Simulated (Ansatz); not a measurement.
# SF4 (sulfur tetrafluoride): levels of theory compared

Wanted: a comparison of 5 runs (HF/STO-3G, HF/def2-SVP, PBE0/6-31G, PBE0/def2-SVP, CCSD(T)/def2-SVP) of SF4 (sulfur tetrafluoride). 

The results are computed with Ansatz 0.2.0.

6 further runs of the same task are left out: 2 for a known fault of the program, 1 that didn't finish, 3 set aside as unsound or not needed.

### 1 Starting point

The species is SF4 (5 atoms), meant as a singlet with charge 0. As SMILES, `FS(F)(F)F`. The shape is that of a PBE0-D4/def2-TZVP optimisation.

Bond lengths: F1–S2 1.553 Å, S2–F3 1.649 Å, S2–F4 1.649 Å, S2–F5 1.553 Å. Angles: F1–S2–F3 87.6°, F1–S2–F4 87.6°, F1–S2–F5 101.3°, F3–S2–F4 172.5°, F3–S2–F5 87.6°, F4–S2–F5 87.6°.

### 2 Energy and gradient at HF/STO-3G (run 1)

The input, job.yaml:

```yaml
crystal:
  periodic: [false, false, false]
  atoms:
    - {symbol: F, position_ang: [-0.561200, -0.228000, 1.172800]}
    - {symbol: S, position_ang: [0.064000, -0.357400, -0.243000]}
    - {symbol: F, position_ang: [1.536700, -0.462000, 0.491400]}
    - {symbol: F, position_ang: [-1.440100, -0.077300, -0.858200]}
    - {symbol: F, position_ang: [0.400600, 1.124600, -0.563100]}
basis:
  gaussian: {orbitals: STO-3G}
hamiltonian: {xc: hf}
accuracy: high
output: {forces: true, orbitals: {seedname: orbitals}}
```

Run with:

```sh
ansatz run job.yaml --threads 1 --pin off --max-ram 2610MiB --events-out events.jsonl --progress --plain --runs-dir runs
```

Log:

```text
Warning: RAYON_NUM_THREADS=1 ignored (pool sized by the plan → 1); use --threads N
Functional definition: HF
  name "HF"
  exchange = exact_x
  correlation = 0
588 factors; integrals over basis functions are off by at most 3.4e-8 eV
mean field evaluation 1: about -21355.0102 eV, gradient 3.6e1 eV
mean field evaluation 2: about -21355.2455 eV, gradient 3.6e1 eV
mean field evaluation 4: about -21361.0425 eV, gradient 1.9e0 eV
mean field evaluation 8: about -21361.0712 eV, gradient 1.1e-3 eV
mean field -21361.07118935 eV, -785.0048871546 hartree, gradient 1.6e-8 eV, S^2 0.000000; 0 other end points of the search recorded, 0 dependent functions left out
the calculation of the forces begins
reference -21361.07118935 eV, -785.0048871546 hartree; 26, 26 occupied and 3, 3 virtual orbitals, 588 factors
Total energy: -21361.07118935 eV, -785.0048871546 hartree
Atom 0 at    -0.561200    -0.228000     1.172800 Å, force    -2.045620    -0.182287     4.460578 eV/Å
Atom 1 at     0.064000    -0.357400    -0.243000 Å, force     1.234777    -6.905317    -4.696076 eV/Å
Atom 2 at     1.536700    -0.462000     0.491400 Å, force     1.331434     1.097772     1.593325 eV/Å
Atom 3 at    -1.440100    -0.077300    -0.858200 Å, force    -1.795961     1.501469     0.175176 eV/Å
Atom 4 at     0.400600     1.124600    -0.563100 Å, force     1.275370     4.488363    -1.533003 eV/Å
Dipole moment:     0.019951    -0.111198    -0.075533 e Å
```

Run time: 0.48 s. Hardware: 1 thread of Arm Neoverse V2, shared host.

### 3 Energy and gradient at HF/def2-SVP (run 2)

The input, in.yaml:

```yaml
crystal:
  periodic: [false, false, false]
  atoms:
    - {symbol: F, position_ang: [-0.561200, -0.228000, 1.172800]}
    - {symbol: S, position_ang: [0.064000, -0.357400, -0.243000]}
    - {symbol: F, position_ang: [1.536700, -0.462000, 0.491400]}
    - {symbol: F, position_ang: [-1.440100, -0.077300, -0.858200]}
    - {symbol: F, position_ang: [0.400600, 1.124600, -0.563100]}
basis:
  gaussian:
    orbitals: def2-SVP
hamiltonian:
  xc: hf
accuracy: high
output: {forces: true, orbitals: {seedname: orbitals}}
```

Run with:

```sh
ansatz run in.yaml --threads 1 --pin off --max-ram 2610MiB --events-out events.jsonl --progress --plain --runs-dir runs
```

Log, shortened:

```text
Warning: RAYON_NUM_THREADS=1 ignored (pool sized by the plan → 1); use --threads N
[... 2 set-up lines as earlier in the session ...]
[...]
1489 factors; integrals over basis functions are off by at most 3.6e-9 eV
[...]
mean field -21624.62237076 eV, -794.6902144298 hartree, gradient 5.4e-8 eV, S^2 0.000000; 0 other end points of the search recorded, 0 dependent functions left out
[...]
reference -21624.62237076 eV, -794.6902144298 hartree; 26, 26 occupied and 48, 48 virtual orbitals, 1489 factors
Total energy: -21624.62237076 eV, -794.6902144298 hartree
Atom 0 at    -0.561200    -0.228000     1.172800 Å, force     0.257675    -0.027199    -0.575255 eV/Å
Atom 1 at     0.064000    -0.357400    -0.243000 Å, force    -0.075260     0.415200     0.281453 eV/Å
Atom 2 at     1.536700    -0.462000     0.491400 Å, force    -0.597033     0.177997    -0.191643 eV/Å
Atom 3 at    -1.440100    -0.077300    -0.858200 Å, force     0.560120     0.028021     0.332739 eV/Å
Atom 4 at     0.400600     1.124600    -0.563100 Å, force    -0.145502    -0.594019     0.152707 eV/Å
Dipole moment:     0.034643    -0.193128    -0.131248 e Å
```

It took 1.9 s on 1 thread of Arm Neoverse V2, shared host; peak memory 0.17 GiB.

Runs 3 to 4 aren't shown in full; the table further down has their settings and results.

### 4 Energy and forces at CCSD(T)/def2-SVP (run 5)

job.yaml, as its differences from that of step 2:

```diff
@@ -9,5 +9,6 @@
 basis:
-  gaussian: {orbitals: STO-3G}
-hamiltonian: {xc: hf}
+  gaussian: {orbitals: def2-SVP}
+correlation: {method: ccsd_t, frozen_orbitals: {F: 1, S: 5}}
 accuracy: high
+scf: {omitted_lower_state_checks: [cluster_reference, increment]}
 output: {forces: true, orbitals: {seedname: orbitals}}
```

Run with:

```sh
ansatz run job.yaml --threads 1 --pin off --max-ram 2610MiB --events-out events.jsonl --progress --plain --runs-dir runs
```

Log:

```text
Warning: RAYON_NUM_THREADS=1 ignored (pool sized by the plan → 1); use --threads N
[... 12 lines left out ...]
9 core orbitals not correlated: weight in the atoms' cores, before any rotation towards them, 1.000 or more for the frozen orbitals, at most 0.000 for the correlated occupied ones
[... 25 lines left out ...]
Total energy: -21649.89630225 eV, -795.6190142810 hartree
[... 5 lines left out ...]
Dipole moment:     0.028288    -0.157669    -0.107144 e Å
Checks for a lower state left out: cluster_reference, increment
```

Wall time 51 s (1 thread of Arm Neoverse V2, shared host); peak memory 0.48 GiB.

### 5 The series

```csv
run,level,frozen core orbitals,energy (Eh),dipole moment (D),HOMO energy (eV),LUMO energy (eV),wall time
1,HF/STO-3G,–,-785.004887,0.65,-6.88,8.58,0.48 s
2,HF/def2-SVP,–,-794.690214,1.13,-13.95,2.33,1.9 s
3,PBE0/6-31G,–,-796.697593,1.23,-9.90,-2.41,4.5 s
4,PBE0/def2-SVP,–,-796.512577,0.80,-9.64,-1.70,5.4 s
5,CCSD(T)/def2-SVP,9,-795.619014,0.93,-13.95,2.33,51 s
```

### 6 Results

```
                                          quantity          value
                               run 5: total energy  -795.61901 Eh
         run 5: dipole moment (correlated density)         0.93 D
        run 5: HOMO energy (Hartree–Fock orbitals)      -13.95 eV
        run 5: LUMO energy (Hartree–Fock orbitals)        2.33 eV
      run 5: HOMO–LUMO gap (Hartree–Fock orbitals)       16.29 eV
run 5: correlation energy (9 core orbitals frozen)     -928.8 mEh
                             run 5: (T) correction     -18.94 mEh
                              run 5: T1 diagnostic          0.013
                   run 5: largest force on an atom     1.667 eV/Å
```

The dipole moment (its size) runs from 0.65 D (HF/STO-3G) to 1.23 D (PBE0/6-31G). The two ends differ in method and basis. Over runs 1, 2, 3, 4 the HOMO–LUMO gap runs from 7.49 eV (PBE0/6-31G) to 16.29 eV (HF/def2-SVP). In run 1 the basis is minimal, so the values are rough. All runs together took 64 s, the longest 51 s.
